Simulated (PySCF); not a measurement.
Reaction (SMILES): C1=CC1 → [C-]1=CC1 + H+
B3LYP-D3(BJ)/def2-TZVP geometries, fixed; electronic energies without zero-point terms.

Effect of the atomic grid (radial, angular points) at M06-2X/aug-cc-pVTZ with PySCF, against the last row, where the deprotonation energy is 391.85 kcal/mol. The proton leaves the site shown, which need not be the most acidic. Cost is core time over that of atom_grid: 30, 110, unpruned, rough, on shared machines of one kind.

```
setting                        grid points, largest species  largest shift of a total energy (mEh)  shift of the deprotonation energy (kcal/mol)  cost
-----------------------------  ----------------------------  -------------------------------------  --------------------------------------------  ----
atom_grid: 30, 110, unpruned                          23104                                 -0.945                                        -0.268    1×
atom_grid: 50, 194, unpruned                          67904                                 -0.271                                         0.069    2×
atom_grid: 75, 302, unpruned                         158552                                 -0.013                                         0.005    4×
atom_grid: 99, 590, unpruned                         408872                                  0.005                                        -0.003    8×
atom_grid: 150, 974, unpruned                       1022704                                  0.000                                         0.000   20×
```

Within 0.02 kcal/mol in the deprotonation energy: atom_grid: 75, 302, unpruned; atom_grid: 99, 590, unpruned. The largest shift is 0.945 mEh in a total energy and 0.268 kcal/mol in the difference.
